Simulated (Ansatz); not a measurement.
For hexagonal BN, PBEsol in Ansatz (plane waves, PAW) gives:

| Property | Result |
|---|---|
| lattice constant a | 2.504 Å |
| c axis length | 7.045 Å |

What does r²SCAN+rVV10 in Ansatz (plane waves, PAW) give for the same quantities?


- lattice constant a: 2.501 Å (shrinks by 0.1 %)
- lattice parameter c: 6.526 Å (shrinks by 7.4 %)

For comparison: lattice constant a 2.504 Å (measured, 297 K, no zero-point or thermal correction; as tabulated in Ioffe Institute, New Semiconductor Materials archive); lattice parameter c 6.661 Å (measured, 297 K, no zero-point or thermal correction; as tabulated in Ioffe Institute, New Semiconductor Materials archive).

Changes are worked out from the printed values.

Unless a cell is named, each level is at its own relaxed cell (PBEsol 9.57, r²SCAN+rVV10 8.83 Å³/atom).

Caveats: for a layered or molecular solid the relaxed cell lies over 5 % above the published volume, where the minimum can be shallow (PBEsol); the cell comes from a level without a dispersion term, which matters for the spacing of layers, chains or molecules (PBEsol). Ansatz's density-functional and Hartree–Fock values are scalar-relativistic unless marked +SOC, with PAW data made under PBE.

Ansatz is a first-principles code.
